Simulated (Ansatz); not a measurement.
# C3H3S+ (SMILES CC1=[C+]S1): one structure at several levels

One table from this session's results is given with a row withheld; the runs are named, their logs left out.

Computed with Ansatz 0.2.0, Gaussian basis. Level: single points in def2-TZVPP.

Cores are frozen in the correlated methods.

3 further runs of the same task are left out: 3 that didn't finish.

### Starting geometry

SMILES `CC1=[C+]S1`, 7 atoms, charge 1, spin multiplicity 1.

Atoms are counted from 1 here; the program's logs count them from 0.

Bond lengths: C1–C2 1.460 Å, C1–H5 1.114 Å, C1–H6 1.109 Å, C1–H7 1.094 Å, C2–C3 1.478 Å, C2–S4 1.621 Å, C3–S4 1.809 Å. Angles: C2–C1–H5 107.4°, C2–C1–H6 103.8°, C2–C1–H7 115.4°, H5–C1–H6 105.1°, H5–C1–H7 112.5°, H6–C1–H7 111.8°, C1–C2–C3 143.3°, C1–C2–S4 145.1°, C3–C2–S4 71.3°, C2–C3–S4 58.1°, C2–S4–C3 50.7°.

As a file:

```tsv
atom	x (Å)	y (Å)	z (Å)
C1	-0.27441	0.76709	-0.06999
C2	0.16897	-0.61735	0.06936
C3	1.26852	-1.46300	0.57829
S4	-0.10447	-2.15193	-0.37677
H5	-0.28627	1.21754	0.94842
H6	0.56778	1.26251	-0.59541
H7	-1.22150	0.90524	-0.59994
```

The first run:

The input, run/in.yaml:

```yaml
crystal:
  periodic: [false, false, false]
  atoms:
    - {symbol: C, position_ang: [-0.274408, 0.767086, -0.069985]}
    - {symbol: C, position_ang: [0.168971, -0.617351, 0.069364]}
    - {symbol: C, position_ang: [1.268523, -1.462999, 0.578291]}
    - {symbol: S, position_ang: [-0.104466, -2.151935, -0.376774]}
    - {symbol: H, position_ang: [-0.286273, 1.217538, 0.948421]}
    - {symbol: H, position_ang: [0.567780, 1.262513, -0.595407]}
    - {symbol: H, position_ang: [-1.221504, 0.905235, -0.599943]}
basis:
  gaussian: {orbitals: def2-TZVPP}
total_charge: 1
hamiltonian: {xc: pbe, dispersion: d4}
output: {forces: true}
```

Launch:

```sh
$ ansatz run in.yaml --threads 2 --pin off --events-out ev --progress --plain --max-ram 3481MiB
```

Among the steps run: PBE-D4/def2-TZVPP; r2SCAN-D4/def2-TZVPP; PBE0-D4/def2-TZVPP; wB97M-V/def2-TZVPP; CCSD(T)/def2-TZVPP.

One table of the session follows, with a row left open; its other results are not shown here.

| method | RMS force component (eV/Å) | angle to CCSD(T) forces (°) |
| --- | --- | --- |
| PBE-D4 | ? | ? |
| r2SCAN-D4 | 0.508 | 29.1 |
| PBE0-D4 | 0.517 | 34.1 |
| wB97M-V | 0.511 | 32.8 |
| CCSD(T) | 0.453 | reference |

Q: Estimate the row for PBE-D4 from the others.

As computed: RMS force component (eV/Å): 0.528; angle to CCSD(T) forces (°): 36.1. In the column «RMS force component (eV/Å)» it is the highest.
